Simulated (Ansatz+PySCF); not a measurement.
Two shapes of singlet CH4O.

Shape 1:

```xyz
6

C     0.0000   -0.0296   -0.6489
O     0.0000   -0.0656    0.7479
H     0.0000   -1.0687   -1.0110
H    -0.8949    0.4658   -1.0751
H     0.8949    0.4658   -1.0751
H     0.0000    0.8400    1.0713
```

Shape 2:

```xyz
6

C     0.0000   -0.0320   -0.7008
O     0.0000   -0.0709    0.8078
H     0.0000   -1.1542   -1.0918
H    -0.9665    0.5030   -1.1611
H     0.9665    0.5030   -1.1611
H     0.0000    0.9072    1.1569
```

Basis set: def2-SVP (spherical functions). Left uncorrelated: 2 orbitals. Charge 0, multiplicity 1.

Computed with Ansatz (development build ahead of 0.2.0); each method stands on the lowest determinant of its kind that the runs found.

(1) Which shape is lower in energy, and by how much in each method?

## Answers

(1)

| method | E(2) − E(1) (eV) |
| --- | --- |
| RHF-MP2 | 0.690 |
| UHF-MP2 | 0.690 |
| UHF-CCSD | 0.672 |
| RHF-CCSD(T) | 0.636 |
| UHF-CCSD(T) | 0.636 |

Shape 1 is lower.
